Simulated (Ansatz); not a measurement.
# CH₃NSi (SMILES C1N=[SiH]1): one structure at several levels

An exercise on one series of results from a longer session: the logs are not shown, and one member is left open.

Computed with Ansatz 0.2.0, Gaussian basis. Level: single points in def2-TZVPP.

Correlated methods freeze the cores.

### The system as given

SMILES `C1N=[SiH]1`, 6 atoms, charge 0, spin multiplicity 1.

Atoms are counted from 1 here; the program's logs count them from 0.

Bond lengths: C1–N2 1.583 Å, C1–Si3 1.831 Å, C1–H4 1.140 Å, C1–H5 1.047 Å, N2–Si3 1.612 Å, Si3–H6 1.490 Å. Angles: N2–C1–Si3 55.8°, N2–C1–H4 114.0°, N2–C1–H5 114.6°, Si3–C1–H4 123.2°, Si3–C1–H5 118.2°, H4–C1–H5 115.7°, C1–N2–Si3 69.9°, C1–Si3–N2 54.3°, C1–Si3–H6 143.3°, N2–Si3–H6 162.3°.

Coordinates:

```mol
CH3NSi
  3D, bonds by distance, orders not assigned

  6  6  0  0  0  0  0  0  0  0999 V2000
    0.3524   -0.3979   -0.5570 C   0  0
   -0.6338   -1.0220    0.5127 N   0  0
   -0.4791    0.5633    0.7615 Si  0  0
   -0.0327   -0.4500   -1.6292 H   0  0
    1.3585   -0.6531   -0.4228 H   0  0
   -0.6550    1.9380    1.3088 H   0  0
  1  2  8  0
  1  3  8  0
  1  4  8  0
  1  5  8  0
  2  3  8  0
  3  6  8  0
M  END
```

Set-up of the first run:

run/in.yaml reads:

```yaml
crystal:
  periodic: [false, false, false]
  atoms:
    - {symbol: C, position_ang: [0.352400, -0.397900, -0.557000]}
    - {symbol: N, position_ang: [-0.633800, -1.022000, 0.512700]}
    - {symbol: Si, position_ang: [-0.479100, 0.563300, 0.761500]}
    - {symbol: H, position_ang: [-0.032700, -0.450000, -1.629200]}
    - {symbol: H, position_ang: [1.358500, -0.653100, -0.422800]}
    - {symbol: H, position_ang: [-0.655000, 1.938000, 1.308800]}
basis:
  gaussian: {orbitals: def2-TZVPP}
correlation: {method: ccsd_t}
output: {forces: true}
```

No record of the launch command was kept for these runs.

Steps of the session up to this table: CCSD(T)/def2-TZVPP; PBE0-D4/def2-TZVPP; wB97M-V/def2-TZVPP; r2SCAN-D4/def2-TZVPP; PBE-D4/def2-TZVPP; CAM-B3LYP-D4/def2-TZVPP; HSE06-D4/def2-TZVPP.

One table of the session follows, with a row left open; its other results are not shown here.

```
      method  RMS force component (eV/Å)  angle to CCSD(T) forces (°)  dipole (D)
     CCSD(T)                       1.048                    reference        3.31
     PBE0-D4                       0.941                         23.1        3.54
     wB97M-V                       0.918                         25.2        3.72
   r2SCAN-D4                           ?                            ?           ?
      PBE-D4                       1.019                          8.6        3.20
CAM-B3LYP-D4                       0.922                         30.9        3.79
    HSE06-D4                       0.941                         22.5        3.53
```

Q: Estimate the row for r2SCAN-D4 from the others.

As computed: RMS force component (eV/Å): 0.962; angle to CCSD(T) forces (°): 13.6; dipole (D): 3.37. In the column «RMS force component (eV/Å)» it lies between HSE06-D4 (0.941) and PBE-D4 (1.019).
